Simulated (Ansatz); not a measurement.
# NOF (nitrosyl fluoride) at 5 levels

We compute a comparison of 5 runs (BLYP/STO-3G, CAM-B3LYP/STO-3G, wB97M-V/STO-3G, MP2/STO-3G, UCCSD(T)/STO-3G) of NOF (nitrosyl fluoride). 

The results are computed with Ansatz 0.2.0.

63 further runs of the same task are left out: 16 that didn't finish, 47 set aside as unsound or not needed.

## 1. Starting point

NOF has 3 atoms, charge 0, and is taken as a singlet. As SMILES, `O=NF`. The N2–O1 distance was set to 2.253 Å, away from the relaxed value. At this shape a bond of the SMILES string is far longer than usual.

Bond lengths: N2–F3 1.483 Å. A long bond or contact: O1–N2 2.253 Å.

## 2. The energy at BLYP/STO-3G (run 1)

The input, molecule.yaml:

```yaml
crystal:
  periodic: [false, false, false]
  atoms:
    - {symbol: O, position_ang: [1.587740, 0.968450, 0.979550]}
    - {symbol: "N", position_ang: [0.148930, -0.482540, 0.029910]}
    - {symbol: F, position_ang: [-1.017290, 0.239580, -0.534650]}
basis:
  gaussian: {orbitals: STO-3G}
total_charge: 0
hamiltonian: {xc: {name: BLYP}}
accuracy: high
```

Launch:

```bash
$ ansatz run molecule.yaml --threads 1 --pin off --max-ram 3480MiB --events-out events.jsonl --progress --plain --runs-dir runs
```

The log of the run:

```text
Warning: RAYON_NUM_THREADS=1 ignored (pool sized by the plan → 1); use --threads N
Functional definition: BLYP
  name "BLYP"
  parameter beta = 0.0042
  parameter a = 0.04918
  parameter b = 0.132
  parameter c = 0.2533
  parameter d = 0.349
  exchange = b88_x(beta = beta)
  correlation = lyp_c(a = a, b = b, c = c, d = d)
242 factors; integrals over basis functions are off by at most 2.5e-8 eV
mean field evaluation 1: about -6123.8073 eV, gradient 7.8e1 eV
mean field evaluation 2: about -5935.5016 eV, gradient 3.3e1 eV
mean field evaluation 4: about -6103.9138 eV, gradient 2.8e1 eV
mean field evaluation 8: about -6156.3965 eV, gradient 9.3e-1 eV
mean field evaluation 16: about -6156.3496 eV, gradient 3.7e-8 eV
mean field evaluation 32: about -6153.0805 eV, gradient 9.5e-6 eV
mean field evaluation 64: about -6156.2633 eV, gradient 1.9e0 eV
mean field -6156.34960082 eV, -226.2416749066 hartree, gradient 3.7e-8 eV, S^2 0.000000; 8 other end points of the search recorded, 0 dependent functions left out
reference -6156.34962374 eV, -226.2416757486 hartree; 12, 12 occupied and 3, 3 virtual orbitals, 242 factors
Total energy: -6156.34962374 eV, -226.2416757486 hartree
```

It took 1.3 s on 1 thread of Intel Xeon Platinum 8488C (Sapphire Rapids), shared host.

## 3. The energy at CAM-B3LYP/STO-3G (run 2)

The input, input.yaml:

```yaml
crystal:
  periodic: [false, false, false]
  atoms:
    - {symbol: O, position_ang: [1.587740, 0.968450, 0.979550]}
    - {symbol: "N", position_ang: [0.148930, -0.482540, 0.029910]}
    - {symbol: F, position_ang: [-1.017290, 0.239580, -0.534650]}
basis:
  gaussian: {orbitals: STO-3G}
accuracy: high
hamiltonian: {xc: {name: CAM-B3LYP}}
```

Launch:

```bash
$ ansatz run input.yaml --threads 1 --pin off --max-ram 3480MiB --events-out events.jsonl --progress --plain --runs-dir runs
```

The log of the run, cut to the lines that bear on the results:

```text
Warning: RAYON_NUM_THREADS=1 ignored (pool sized by the plan → 1); use --threads N
Functional definition: CAM-B3LYP
  name "CAM-B3LYP"
[...]
242 factors; integrals over basis functions are off by at most 2.5e-8 eV
128 factors; integrals over basis functions are off by at most 1.9e-9 eV
[...]
mean field -6152.44403589 eV, -226.0981480426 hartree, gradient 4.9e-8 eV, S^2 0.000000; 3 other end points of the search recorded, 0 dependent functions left out
reference -6152.44404387 eV, -226.0981483358 hartree; 12, 12 occupied and 3, 3 virtual orbitals, 242 factors
Total energy: -6152.44404387 eV, -226.0981483358 hartree
```

Run time: 0.97 s. Hardware: 1 thread of Intel Xeon Platinum 8488C (Sapphire Rapids), shared host; peak memory 0.093 GiB.

Runs 3 to 4 aren't shown in full; the table further down has their settings and results.

## 4. A single-point energy at UCCSD(T)/STO-3G (run 5)

The input, molecule.yaml:

```yaml
crystal:
  periodic: [false, false, false]
  atoms:
    - {symbol: O, position_ang: [1.587740, 0.968450, 0.979550]}
    - {symbol: N, position_ang: [0.148930, -0.482540, 0.029910]}
    - {symbol: F, position_ang: [-1.017290, 0.239580, -0.534650]}
basis:
  gaussian:
    orbitals: STO-3G
magnetization:
  spin_polarized: true
correlation:
  method: ccsd_t
  frozen_orbitals: {F: 1, "N": 1, O: 1}
accuracy: high
scf:
  omitted_lower_state_checks: [cluster_reference, increment]
```

Launch:

```bash
$ ansatz run molecule.yaml --threads 1 --pin off --max-ram 3480MiB --events-out events.jsonl --progress --plain --runs-dir runs
```

The log of the run:

```text
Warning: RAYON_NUM_THREADS=1 ignored (pool sized by the plan → 1); use --threads N
[... 20 lines left out ...]
3 core orbitals not correlated: weight in the atoms' cores, before any rotation towards them, 1.000 or more for the frozen orbitals, at most 0.000 for the correlated occupied ones
[... 106 lines left out ...]
Total energy: -6138.65955557 eV, -225.5915777342 hartree
Checks for a lower state left out: cluster_reference, increment
```

Wall time 1.2 s (1 thread of Intel Xeon Platinum 8488C (Sapphire Rapids), shared host).

## 5. The series

```
run             level  frozen core orbitals  energy (Eh)  wall time
  1       BLYP/STO-3G                     –  -226.241676      1.3 s
  2  CAM-B3LYP/STO-3G                     –  -226.098148     0.97 s
  3    wB97M-V/STO-3G                     –  -226.209897      7.5 s
  4        MP2/STO-3G                     3  -225.352289     0.38 s
  5   UCCSD(T)/STO-3G                     3  -225.591578      1.2 s
```

## 6. Outcome

| quantity | value |
| --- | --- |
| run 5: total energy | -225.59158 Eh |
| run 5: correlation energy (3 core orbitals frozen) | -69.0 mEh |
| run 5: (T) correction | -1.66 mEh |
| run 5: ⟨S²⟩ of the reference determinant | 2.113 |
| run 5: T1 diagnostic | 0.038 |

**Reading.** Totals of different functionals can't be ranked against each other. In run 4 the log says that unrestricted orbitals would lower the reference, so the values rest on an unstable closed-shell determinant (other closed-shell runs at this shape may share the fault). In runs 1, 2, 3, 4, 5 the basis is minimal, so the values are rough. Spin contamination of the reference: run 5 ⟨S²⟩ = 2.11. Where it is this large, the reference is a mixture of spin states, and values that rest on it are in doubt. All runs together took 11 s, the longest 7.5 s.
